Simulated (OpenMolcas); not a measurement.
## AlH3O (AlH2(OH)): the energy, rung by rung

AlH3O: 5 atoms, total charge 0, spin state singlet. SMILES: `[H][Al]([H])[OH]`. The shape comes from GFN2-xTB, which is rough for such elements, and wasn't checked as a minimum.

```xyz
5

Al    0.2718    0.4511   -0.1093
H     1.7990    0.4172   -0.2214
H    -0.4810    1.7690   -0.3118
O    -0.5554   -0.9200    0.2267
H    -1.0343   -1.7173    0.4158
```

Each level gives the energy change with the Al1–H3 bond stretched from 1.531 to 3.828 Å (eV). The values are calculated.

```tsv
level	kind	program	value (eV)	CPU time (all runs)
HF/STO-3G (restricted)	Hartree–Fock	OpenMolcas	9.77	3 s
SVWN5/STO-3G (restricted)	LDA	OpenMolcas	6.62	14 s
PBE/STO-3G (restricted)	GGA	OpenMolcas	6.38	15 s
M06-2X/STO-3G (restricted)	hybrid meta-GGA	OpenMolcas	8.83	13 s
B2PLYP/STO-3G (restricted)	double hybrid	OpenMolcas	6.55	7.8 s
MP2/STO-3G (restricted)	perturbation theory	OpenMolcas	6.60	3.1 s
CASPT2(2,2)/STO-3G	multireference	OpenMolcas	?	3.1 s
CASSCF(2,2)/STO-3G	multireference	OpenMolcas	5.25	3.4 s
MRCI(2,2)/STO-3G	multireference	OpenMolcas	?	3.2 s
CISD/STO-3G (restricted)	coupled cluster or CI	OpenMolcas	6.00	3.3 s
```

Task: Estimate what the levels marked ? give.

Result: As computed at these levels: CASPT2(2,2)/STO-3G: 5.19 eV; MRCI(2,2)/STO-3G: 5.14 eV. Spin-restricted single references rise too steeply as a bond breaks, Hartree–Fock most of all. The first shape isn't each level's own minimum. The values span 5.14 to 9.77 eV. All rows use very small basis sets, so even the best lies far from the true value. CPU times are rough (shared hosts, several kinds of processor): they show what a rung costs within a factor of a few.
